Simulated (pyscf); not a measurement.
A first-order saddle from PySCF, ωB97X-D3(BJ)/def2-SVP:

```xyz
5

F      0.0835     1.5319     0.6221
N     -0.1514     0.3496    -0.4203
F      0.6043    -0.5920     0.1050
F     -1.3919     0.0151    -0.1330
F     -0.0890    -0.0478    -1.9623
```
Charge 0, spin multiplicity 2.

Surface: doublet, charge 0. Lowest wavenumbers (cm⁻¹): 817i, 256, 348, 394, 460.

Problem. Which two sides does it connect, and which bonds change?

Solution. F–N(F)–F + F atom (F•) ⇌ F atom (F•) + F–N(F)–F, a substitution at N read from left to right: F–N broken and F–N formed. At CCSD(T)/def2-TZVPP + ΔMP2(QZVPP) it lies +0.62 eV from the left side and +0.62 eV from the right (each side as separated species at their lowest minima found). This is the saddle that the search found; another between the same sides may lie lower. The angle at the attacked N is 144°. The CCSD(T) − MP2 part came from Ansatz, without density fitting, on the same reference. A UHF reference is spin-contaminated (<S²> up to 1.04), which harms MP2 most. Left out: the spin-orbit lowering of F.
